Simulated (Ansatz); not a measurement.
**BH₂− (singlet): wave-function methods side by side at distance B1–H2 = 1.978 Å, aug-cc-pVDZ**

How much of the correlation energy of BH₂− (singlet) does each wave-function method recover here?

Program: Ansatz 0.2.0, Gaussian basis. Level of theory: aug-cc-pVDZ, core rule «outside noble gas», up to 1 orbitals frozen. These are calculated values, not measurements.

The runs, in order: UHF; CCSD(T) on RHF; CCSD(T) on UHF; BCCD(T) on RHF; CISD; CCSDT(Q) on RHF; CCSDT(Q) on UHF; CCSDTQ on RHF; CASSCF and MRCISD+Q, 2 electrons in 2 orbitals; CASSCF and NEVPT2, 2 electrons in 2 orbitals; CASSCF and MRCISD+Q, 6 electrons in 6 orbitals; CASSCF and NEVPT2, 6 electrons in 6 orbitals; Full CI.

### Step 1. What is computed

The geometry derives from a PBE0/def2-TZVPD stationary point (not a proven minimum). One bond is set to the value named and the two fragments are kept rigid.

3 atoms, charge -1, spin multiplicity 1.

Atoms are counted from 1 here; the program's logs count them from 0.

Bond lengths: B1–H3 1.247 Å.

As a file:

```xyz
3

B     0.0000   -0.1595    0.0446
H     0.0000    1.0855   -1.4924
H     0.0000    0.6255    1.0137
```

### Step 2. UHF

in.yaml reads:

```yaml
crystal:
  periodic: [false, false, false]
  atoms:
    - {symbol: B, position_ang: [0.000000, -0.159519, 0.044628]}
    - {symbol: H, position_ang: [0.000000, 1.085507, -1.492380]}
    - {symbol: H, position_ang: [0.000000, 0.625463, 1.013704]}
basis:
  gaussian: {orbitals: aug-cc-pVDZ}
total_charge: -1
magnetization: {spin_polarized: true, initial_magnetization: 0}
hamiltonian: {xc: hf}
output: {orbitals: {seedname: orbitals}}
```

Launch:

```bash
$ ansatz run in.yaml --threads 1 --pin off --events-out ev --progress --plain --max-ram 4096MiB --backend cpu
```

After this run come: CCSD(T) on RHF; CCSD(T) on UHF; BCCD(T) on RHF; CISD; CCSDT(Q) on RHF; CCSDT(Q) on UHF; CCSDTQ on RHF; CASSCF and MRCISD+Q, 2 electrons in 2 orbitals; CASSCF and NEVPT2, 2 electrons in 2 orbitals; CASSCF and MRCISD+Q, 6 electrons in 6 orbitals; CASSCF and NEVPT2, 6 electrons in 6 orbitals; Full CI.

Q: Predict the results of all the runs planned. Wanted: FCI below the RHF energy; RMP2 from FCI; UMP2 from FCI; RCCSD from FCI; RCCSD(T) from FCI; UCCSD(T) from FCI; RCCSDT(Q) from FCI; UCCSDT(Q) from FCI; NEVPT2 pair from FCI.

As calculated:

| quantity | value |
| --- | --- |
| FCI below the RHF energy | -3.8158 eV |
| RMP2 from FCI | +23.87 kcal/mol |
| UMP2 from FCI | +26.05 kcal/mol |
| RCCSD from FCI | +3.86 kcal/mol |
| RCCSD(T) from FCI | +0.93 kcal/mol |
| UCCSD(T) from FCI | +1.30 kcal/mol |
| RCCSDT(Q) from FCI | +0.03 kcal/mol |
| UCCSDT(Q) from FCI | +0.01 kcal/mol |
| NEVPT2 pair from FCI | +21.03 kcal/mol |
| MRCISD+Q pair from FCI | -0.52 kcal/mol |
| NEVPT2 valence from FCI | +17.77 kcal/mol |
| levels within 1 kcal/mol (43 meV) | RCCSD(T), BCCD(T), RCCSDT, UCCSDT, RCCSDT(Q), UCCSDT(Q), RCCSDTQ, MRCISD+Q pair, MRCISD+Q valence |
| T1 diagnostic | 0.023 |
| effectively unpaired electrons | 0.17 |

What this shows: RCCSD(T) misses by +0.93 kcal/mol, 1.1 % of the correlation energy. MRCISD+Q pair falls below full CI: the +Q correction isn't variational, and the cores differ from full CI's. One determinant dominates. Of the multireference levels listed MRCISD+Q valence comes nearest in total energy (+0.07 kcal/mol), which doesn't show that its space is the better one. These misses are within one basis, not against nature.
